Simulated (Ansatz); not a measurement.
Results of RPBE (plane waves, PAW; Ansatz, a program for electronic structure) for fcc Ni.

Run with plane-wave cutoff 520 eV, 26×26×26 k mesh, Fermi–Dirac smearing 0.05 eV, spin-polarised with parallel moments, scalar-relativistic PAW data made under PBE.

Properties against volume:

```json
[
 {"V (Å³/atom)": "10.542", "P (GPa)": "12.86", "moment (μB per cell of 1 atoms)": "0.63"},
 {"V (Å³/atom)": "10.766", "P (GPa)": "8.06", "moment (μB per cell of 1 atoms)": "0.64"},
 {"V (Å³/atom)": "10.991", "P (GPa)": "3.79", "moment (μB per cell of 1 atoms)": "0.65"},
 {"V (Å³/atom)": "11.215", "P (GPa)": "-0.01", "moment (μB per cell of 1 atoms)": "0.66"},
 {"V (Å³/atom)": "11.439", "P (GPa)": "-3.39", "moment (μB per cell of 1 atoms)": "0.67"},
 {"V (Å³/atom)": "11.663", "P (GPa)": "-6.39", "moment (μB per cell of 1 atoms)": "0.67"},
 {"V (Å³/atom)": "11.888", "P (GPa)": "-9.06", "moment (μB per cell of 1 atoms)": "0.68"}
]
```
